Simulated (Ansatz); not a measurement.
Reaction (SMILES): CCl (CH3-Cl) + [H][H] (H2) → C (CH4) + Cl (HCl)
B3LYP-D3(BJ)/def2-TZVP geometries, fixed; electronic energies without zero-point terms.

Basis-set convergence of the energy of full hydrogenation at PBE0 with Ansatz (a first-principles code). Cartesian d functions, on some or all atoms, in 6-31G*, 6-31+G*, 6-311G**, 6-311+G**; all else is spherical. The program fits the integrals of some runs and decomposes those of others, by size. No added dispersion term, no relativity. Functions are those of the species that has most. Reference: the value in pcseg-4, -22.90 kcal/mol. Deviations are taken from unrounded values.

```
basis            functions  energy of full hydrogenation (kcal/mol)
---------------  ---------  ---------------------------------------
6-31G*                  40                                   -19.23
6-31+G*                 48                                   -19.96
def2-SVP                47                                   -24.24
def2-SVPD               71                                   -25.01
pcseg-1                 47                                   -23.91
aug-pcseg-1             77                                   -23.37
cc-pV(D+d)Z             52                                   -23.54
aug-cc-pV(D+d)Z         82                                   -24.02
6-311G**                63                                   -23.20
6-311+G**               71                                   -23.01
def2-TZVP               86                                   -22.23
def2-TZVPD             110                                   -22.52
pcseg-2                106                                   -22.90
aug-pcseg-2            165                                   -22.86
cc-pV(T+d)Z            111                                   -22.96
aug-cc-pV(T+d)Z        170                                   -22.98
def2-TZVPP             115                                   -22.86
def2-TZVPPD            139                                   -22.98
cc-pV(Q+d)Z            209                                   -22.90
aug-cc-pV(Q+d)Z        307                                   -22.89
def2-QZVPP             217                                   -22.92
def2-QZVPPD            241                                   -22.95
pcseg-3                223                                   -22.91
aug-pcseg-3            321                                   -22.91
```

What the diffuse functions change, pair by pair:
- 6-31G* to 6-31+G*: 8 more functions, deviation 3.67 to 2.94 kcal/mol
- def2-SVP to def2-SVPD: 24 more functions, deviation -1.34 to -2.11 kcal/mol
- pcseg-1 to aug-pcseg-1: 30 more functions, deviation -1.01 to -0.47 kcal/mol
- cc-pV(D+d)Z to aug-cc-pV(D+d)Z: 30 more functions, deviation -0.64 to -1.13 kcal/mol
- 6-311G** to 6-311+G**: 8 more functions, deviation -0.30 to -0.12 kcal/mol
- def2-TZVP to def2-TZVPD: 24 more functions, deviation 0.67 to 0.38 kcal/mol
- pcseg-2 to aug-pcseg-2: 59 more functions, deviation 0.00 to 0.04 kcal/mol
- cc-pV(T+d)Z to aug-cc-pV(T+d)Z: 59 more functions, deviation -0.06 to -0.09 kcal/mol
- def2-TZVPP to def2-TZVPPD: 24 more functions, deviation 0.04 to -0.09 kcal/mol
- cc-pV(Q+d)Z to aug-cc-pV(Q+d)Z: 98 more functions, deviation 0.00 to 0.00 kcal/mol
- def2-QZVPP to def2-QZVPPD: 24 more functions, deviation -0.02 to -0.05 kcal/mol
- pcseg-3 to aug-pcseg-3: 98 more functions, deviation -0.01 to -0.02 kcal/mol

They bring the value nearer the reference by more than 0.01 kcal/mol in 4 of 12 pairs.
